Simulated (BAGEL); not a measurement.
# C3H4FN (SMILES [H]/N=C(\F)C=C) at B3LYP/6-31G(d) (density fitting with qzvpp-jkfit, spherical functions)

What is the energy change on altering one bond length of C3H4FN at B3LYP/6-31G* (density fitting with qzvpp-jkfit, spherical functions)? 

The results are computed with BAGEL 1.2.2.

## (1) The molecule

C3H4FN has 9 atoms, charge 0, and is taken as a singlet. As SMILES, `[H]/N=C(\F)C=C`. The coordinates come from a PBE0-D4/def2-TZVP relaxation. This is one conformer, not always the lowest.

Bond lengths: C1–C2 1.328 Å, C2–C3 1.457 Å, C3–N4 1.252 Å, C3–F5 1.351 Å, C1–H6 1.083 Å, C1–H7 1.083 Å, C2–H8 1.083 Å, N4–H9 1.018 Å. Angles: C1–C2–C3 123.8°, C2–C3–N4 124.1°, C2–C3–F5 113.6°, N4–C3–F5 122.3°, C1–C2–H8 122.2°, C3–C2–H8 114.0°, C2–C1–H6 120.9°, C2–C1–H7 121.5°, C3–N4–H9 111.7°, H6–C1–H7 117.6°.

## (2) A single-point energy at B3LYP/6-31G(d) (density fitting with qzvpp-jkfit, spherical functions)

input.json

```json
{ "bagel": [

{
  "title": "molecule",
  "basis": "6-31gs.json",
  "df_basis": "qzvpp-jkfit",
  "angstrom": true,
  "geometry": [
    { "atom": "C", "xyz": [      -0.024500,       0.153200,      -1.566100 ] },
    { "atom": "C", "xyz": [       0.150100,      -0.509500,      -0.429000 ] },
    { "atom": "C", "xyz": [      -0.020000,       0.085300,       0.889900 ] },
    { "atom": "N", "xyz": [       0.143400,      -0.534100,       1.965100 ] },
    { "atom": "F", "xyz": [      -0.376000,       1.387900,       0.854800 ] },
    { "atom": "H", "xyz": [       0.114700,      -0.336200,      -2.522000 ] },
    { "atom": "H", "xyz": [      -0.310000,       1.198000,      -1.573300 ] },
    { "atom": "H", "xyz": [       0.435500,      -1.554200,      -0.408600 ] },
    { "atom": "H", "xyz": [      -0.024500,       0.063400,       2.772000 ] }
  ]
},

{ "title": "ks", "xc_func": "b3lyp" },

{ "title": "print", "file": "orbitals.molden", "orbitals": true }

]}
```

The basis set 6-31G* is read from a file made from the Basis Set Exchange's data (not shown).

On the command line:

```console
$ BAGEL_NUM_THREADS=1 BAGEL input.json > input.out
```

The program printed:

```text
* using 1 threads per process

  ===============================================================
  ===============================================================

  *** Geometry ***

  { "atom" : "C", "xyz" : [     -0.046298,      0.289506,     -2.959500 ] },
  { "atom" : "C", "xyz" : [      0.283648,     -0.962815,     -0.810693 ] },
  { "atom" : "C", "xyz" : [     -0.037795,      0.161194,      1.681667 ] },
  { "atom" : "N", "xyz" : [      0.270987,     -1.009303,      3.713501 ] },
  { "atom" : "F", "xyz" : [     -0.710537,      2.622751,      1.615338 ] },
  { "atom" : "H", "xyz" : [      0.216752,     -0.635326,     -4.765889 ] },
  { "atom" : "H", "xyz" : [     -0.585815,      2.263892,     -2.973106 ] },
  { "atom" : "H", "xyz" : [      0.822976,     -2.937012,     -0.772142 ] },
  { "atom" : "H", "xyz" : [     -0.046298,      0.119809,      5.238321 ] },

  Number of auxiliary basis functions:      451

  Since a DF basis is specified, we compute 2- and 3-index integrals:
    o Being stored without compression. Storage requirement is 0.022 GB

  Number of basis functions:       78
  Number of electrons      :       38

    * METHOD: MOLECULE                             0.17

  *** Kohn-Sham DFT ***

    * Removing 17098 points whose weight is below 1.00e-10
    * Grid points: 117056

  === Nuclear Repulsion ===
   161.5620718595

       - DIIS with orbital gradients will be used.

  === KS iteration (b3lyp / 6-31gs.json) ===
      0       -233.10129156          0.16343592           0.29
      1       -166.40197304          0.19680059           0.28
      2       -174.00064931          0.18211710           0.27
      3       -254.75989456          0.16533262           0.28
      4       -269.43138390          0.06507855           0.27
      5       -270.67565865          0.03609774           0.27
      6       -271.15419767          0.01764693           0.27
      7       -271.17234047          0.01456355           0.27
      8       -271.15500719          0.01656793           0.27
      9       -271.27826735          0.00118097           0.27
     10       -271.27864740          0.00066898           0.27
     11       -271.27874482          0.00047086           0.27
     12       -271.27882509          0.00009433           0.27
     13       -271.27882828          0.00002059           0.27
     14       -271.27882832          0.00001855           0.27
     15       -271.27882846          0.00000359           0.27
     16       -271.27882847          0.00000071           0.27
     17       -271.27882847          0.00000030           0.27
     18       -271.27882847          0.00000011           0.27
     19       -271.27882847          0.00000004           0.27
     20       -271.27882847          0.00000001           0.28
     21       -271.27882847          0.00000001           0.28
     22       -271.27882847          0.00000000           0.28
    * SCF iteration converged.

    * Permanent dipole moment:
           (    0.060392,    -0.230435,     0.463929) a.u.

    * METHOD: KS                                   6.81

    * METHOD: PRINT                                0.01

  ===============================================================
```

Wall time 7.2 s (1 thread of Arm Neoverse V2, shared host); peak memory 0.42 GiB.

## (3) The distorted shape at the same level

job.json

```json
{ "bagel": [

{
  "title": "molecule",
  "basis": "6-31gs.json",
  "df_basis": "qzvpp-jkfit",
  "angstrom": "true",
  "geometry": [
    { "atom": "C", "xyz": [      -0.234016,       0.948426,      -2.930595 ] },
    { "atom": "C", "xyz": [       0.150100,      -0.509500,      -0.429000 ] },
    { "atom": "C", "xyz": [      -0.020000,       0.085300,       0.889900 ] },
    { "atom": "N", "xyz": [       0.143400,      -0.534100,       1.965100 ] },
    { "atom": "F", "xyz": [      -0.376000,       1.387900,       0.854800 ] },
    { "atom": "H", "xyz": [      -0.094816,       0.459026,      -3.886495 ] },
    { "atom": "H", "xyz": [      -0.519516,       1.993226,      -2.937795 ] },
    { "atom": "H", "xyz": [       0.435500,      -1.554200,      -0.408600 ] },
    { "atom": "H", "xyz": [      -0.024500,       0.063400,       2.772000 ] }
  ]
},

{
  "title": "ks",
  "xc_func": "b3lyp"
},

{
  "title": "print",
  "file": "orbitals.molden",
  "orbitals": "true"
}

]}
```

The basis set 6-31G* is read from a file made from the Basis Set Exchange's data (not shown).

On the command line:

```console
$ BAGEL_NUM_THREADS=1 BAGEL job.json > job.out
```

The program printed:

```text
* using 1 threads per process

  ===============================================================
  ===============================================================

  *** Geometry ***

  { "atom" : "C", "xyz" : [     -0.442226,      1.792265,     -5.538022 ] },
  { "atom" : "C", "xyz" : [      0.283648,     -0.962815,     -0.810693 ] },
  { "atom" : "C", "xyz" : [     -0.037795,      0.161194,      1.681667 ] },
  { "atom" : "N", "xyz" : [      0.270987,     -1.009303,      3.713501 ] },
  { "atom" : "F", "xyz" : [     -0.710537,      2.622751,      1.615338 ] },
  { "atom" : "H", "xyz" : [     -0.179176,      0.867433,     -7.344411 ] },
  { "atom" : "H", "xyz" : [     -0.981743,      3.766651,     -5.551628 ] },
  { "atom" : "H", "xyz" : [      0.822976,     -2.937012,     -0.772142 ] },
  { "atom" : "H", "xyz" : [     -0.046298,      0.119809,      5.238321 ] },

  Number of auxiliary basis functions:      451

  Since a DF basis is specified, we compute 2- and 3-index integrals:
    o Being stored without compression. Storage requirement is 0.022 GB

  Number of basis functions:       78
  Number of electrons      :       38

    * METHOD: MOLECULE                             0.16

  *** Kohn-Sham DFT ***

    * Removing 14932 points whose weight is below 1.00e-10
    * Grid points: 119222

  === Nuclear Repulsion ===
   141.6781692134

       - DIIS with orbital gradients will be used.

  === KS iteration (b3lyp / 6-31gs.json) ===
      0       -222.14371174          0.16751516           0.30
      1       -118.88958906          0.12380130           0.28
      2       -173.15006576          0.18025623           0.28
      3       -245.74625805          0.13278118           0.28
      4       -246.45929684          0.13355695           0.29
      5       -251.26196613          0.11120135           0.28
      6       -247.04904793          0.13261853           0.28
      7       -106.80422563          0.10735076           0.29
      8       -245.86143789          0.13497091           0.28
      9       -245.69064702          0.13543928           0.28
     10       -249.53070482          0.12165931           0.28
     11       -242.71548596          0.14404873           0.28
     12       -242.39533407          0.14241755           0.28
     13       -106.92589712          0.10306462           0.29
     14       -239.89339292          0.14591497           0.28
     15       -240.34259894          0.14497111           0.28
     16       -239.41606530          0.14293461           0.28
     17       -243.70671171          0.13877861           0.28
     18       -241.39213362          0.14052740           0.28
     19       -107.70006103          0.13901160           0.28
     20       -254.10060975          0.08382975           0.28
     21       -258.20867964          0.10147206           0.28
     22       -269.51378824          0.03875725           0.28
     23       -268.90930003          0.04563562           0.28
     24       -270.06126974          0.02751149           0.28
     25       -270.78482766          0.01716087           0.28
     26       -270.26688964          0.03047570           0.28
     27       -270.17324925          0.03093550           0.28
     28       -270.07912342          0.03244444           0.28
     29       -270.91273452          0.00422963           0.28
     30       -270.85301933          0.01159030           0.28
     31       -270.90596937          0.00570745           0.28
     32       -270.91991960          0.00053725           0.28
     33       -270.91997580          0.00032603           0.28
     34       -270.92001506          0.00018541           0.28
     35       -270.92002506          0.00012703           0.29
     36       -270.92002921          0.00008568           0.28
     37       -270.92003198          0.00002244           0.28
     38       -270.92002984          0.00008550           0.28
     39       -270.92003325          0.00002186           0.28
     40       -270.92003347          0.00001147           0.28
     41       -270.92003353          0.00000416           0.28
     42       -270.92003353          0.00000276           0.28
     43       -270.92003353          0.00000174           0.28
     44       -270.92003353          0.00000108           0.28
     45       -270.92003353          0.00000016           0.28
     46       -270.92003353          0.00000010           0.28
     47       -270.92003353          0.00000005           0.28
     48       -270.92003353          0.00000005           0.28
     49       -270.92003353          0.00000005           0.28
     50       -270.92003353          0.00000005           0.28
     51       -270.92003353          0.00000002           0.27
     52       -270.92003353          0.00000002           0.28
     53       -270.92003353          0.00000005           0.28
     54       -270.92003353          0.00000001           0.28
     55       -270.92003353          0.00000001           0.28
     56       -270.92003353          0.00000001           0.28
    * SCF iteration converged.

    * Permanent dipole moment:
           (    0.102348,    -0.390824,     0.793068) a.u.

    * METHOD: KS                                  16.54

    * METHOD: PRINT                                0.01

  ===============================================================
```

It took 17 s on 1 thread of Arm Neoverse V2, shared host; peak memory 0.43 GiB.

## (4) Outcome

At B3LYP/6-31G* (density fitting with qzvpp-jkfit, spherical functions):

| quantity | value |
| --- | --- |
| first shape: total energy | -271.27883 Eh |
| first shape: dipole moment | 1.33 D |
| first shape: HOMO energy | -7.48 eV |
| first shape: LUMO energy | -1.20 eV |
| first shape: HOMO–LUMO gap | 6.28 eV |
| distorted shape: total energy | -270.92003 Eh |
| distorted shape: dipole moment | 2.26 D |
| distorted shape: HOMO energy | -5.30 eV |
| distorted shape: LUMO energy | -4.27 eV |
| distorted shape: HOMO–LUMO gap | 1.03 eV |
| energy change with the C1–C2 bond stretched from 1.328 to 2.921 Å | 9.763 eV |

In words: One bond (distorted shape) is far stretched, which a spin-restricted single reference describes badly; a broken-symmetry solution may lie lower. With the C1–C2 bond stretched from 1.328 to 2.921 Å the energy rises by 9.76 eV (942 kJ/mol). The first shape isn't relaxed at this level, so the change isn't measured from a minimum. A restricted reference can't describe the breaking bond well at this length.
